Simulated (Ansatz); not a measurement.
Computed with Ansatz on PBE0-D4/def2-TZVP structures; ΔE is electronic, products minus reactants. CBS: MP2 limit from def2 TZ/QZ plus the TZ coupled-cluster correction, frozen cores. This one scheme is used for every species. DFT in def2-TZVPP. Each species was taken in one conformer, which may not be the lowest.

Reaction (formal exchange of groups at a C–F bond): `COC(F)(F)Cl` + CH₄ → `COC(C)(F)Cl` + H–F

CCSD(T)/CBS gives -3.7 kcal/mol.

Q: Another level gave +3.2 kcal/mol. Which?
A. r2SCANh-D4/def2-TZVPP
B. BLYP/def2-TZVPP
C. B2PLYP/def2-TZVPP
D. RPA@PBE/def2-TZVPP

A: B. BLYP 3.2, r2SCANh-D4 1.3, RPA@PBE/def2-TZVPP -1.5, B2PLYP 0.3 kcal/mol.

Q: What do rigid-rotor, harmonic-oscillator terms from PBE0-D4/def2-TZVP frequencies (298.15 K, 1 bar) make of the CCSD(T)/CBS value? (Estimate.)

A: Ansatz gave: ΔZPE = +0.2 kcal/mol, ΔH = -3.3 kcal/mol, ΔS = -3 J/(mol·K), ΔG = -3.1 kcal/mol.

Largest T1 diagnostic among the species: 0.011.

Leaving LDA and LC-ωPBE aside and taking each functional with its dispersion term where it has one, the values, not all of them listed here, spread over 3.6 kcal/mol, from PBE-QIDH to B97M-V. LDA lies −1.0 kcal/mol from PBE without D4. In def2-TZVPP, CCSD(T) changes the Hartree–Fock value by −5.4 kcal/mol (the triples alone add −0.4 kcal/mol) and MP2 by −7.3 kcal/mol.

CCSD(T)/CBS has its own doubt, a few kJ/mol and more with outer-core shells, so smaller differences from it don't rank the levels.
